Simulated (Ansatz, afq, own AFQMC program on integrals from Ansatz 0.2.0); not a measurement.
CH₃B, triplet: a scan with AFQMC

| atom | x (Å) | y (Å) | z (Å) |
| --- | --- | --- | --- |
| B | 0.0000 | 0.0504 | 0.7398 |
| C | 0.0000 | -0.1015 | -0.7490 |
| H | 0.0000 | 1.1489 | 1.2274 |
| H | 0.0000 | -0.9087 | 1.4552 |
| H | 0.0000 | 0.4289 | -1.6923 |

The B1–C2 distance is changed with both sides rigid. Energies in kJ/mol count from this geometry (1.496 Å) at the same level; the start stands on UHF, each point on the determinant named.

Basis cc-pVDZ. Noble-gas cores (and the filled d shells of Ga–Kr and In–Xe) are frozen. AFQMC by an in-house program on the Cholesky factors that Ansatz 0.2.0 writes for its CCSD(T) run. ph-AFQMC/CISD is guided by a CISD state made of CCSD amplitudes; releasing the constraint for a short imaginary time cuts its bias at the price of noise, slowly where states lie close. Error bars are statistical, one sigma.

Cautions, each for one point or more: a spin-contaminated unrestricted determinant lies lower; an unrestricted solution with more broken spin lies lower; cluster runs in doubt by the program's own checks; higher spins were not checked; lower spins were not checked; the search met a lower determinant of the same kind, perhaps of another symmetry.

```tsv
r(B1–C2) / Å	det.	T1	weight	⟨S²⟩	B2PLYP	PBE0	CCSD(T)
1.673	UHF	0.019	0.90	2.02	29.0	31.8	21.8
2.018	UHF	0.026	0.89	2.04	176.5	183.2	162.1
2.809	ROHF¶	0.030	0.83	pure	473.9§	480.1	438.2
4.101	UHF	0.010	0.90	2.01	518.1§	545.3§	493.8
```

Question: Estimate the curve of CCSDT(Q), counted from the same start.

Answer: 
```tsv
r(B1–C2) / Å	det.	T1	weight	⟨S²⟩	CCSDT(Q)	ph-AFQMC/CISD	released AFQMC
1.673	UHF	0.019	0.90	2.02	21.5	24.5 ± 1.3	19.7 ± 1.6
2.018	UHF	0.026	0.89	2.04	160.6	162.5 ± 1.5	–
2.809	ROHF¶	0.030	0.83	pure	432.1	446.8 ± 2.0	436.0 ± 3.6*
4.101	UHF	0.010	0.90	2.01	494.1	496.8 ± 1.2	493.7 ± 1.7
```

Weight is that of the determinant in the CISD state; at the start T1 is 0.017 and the weight 0.91, and ⟨S²⟩ is 2.02. ¶ marks points with a poor determinant and no full CI, where no value is sure; they don't count among the departures. An asterisk marks released energies that aren't shown to be converged. A dash marks a missing value, a released energy that hasn't settled or a functional that sits on another state. § marks a functional whose ⟨S²⟩ is too high by over 0.1. Largest departures from CCSDT(Q), at the points where its series has closed: CCSD(T) 1.5 kJ/mol at 2.018 (on UHF), ph-AFQMC/CISD 3.0 kJ/mol at 1.673 (on UHF), released AFQMC -1.8 kJ/mol at 1.673 (on UHF) (within the noise), B2PLYP 15.9 kJ/mol at 2.018, PBE0 22.6 kJ/mol at 2.018. Functionals count only at points shown to share the start's state and spin. In this small basis the wave-function levels are far from their limit, so their gap to the functionals isn't the functionals' error.

A walk keeps the symmetry of its determinant, which the program's search chose and which needn't be the lowest solution, so a lower state of the same spin and another symmetry isn't excluded.
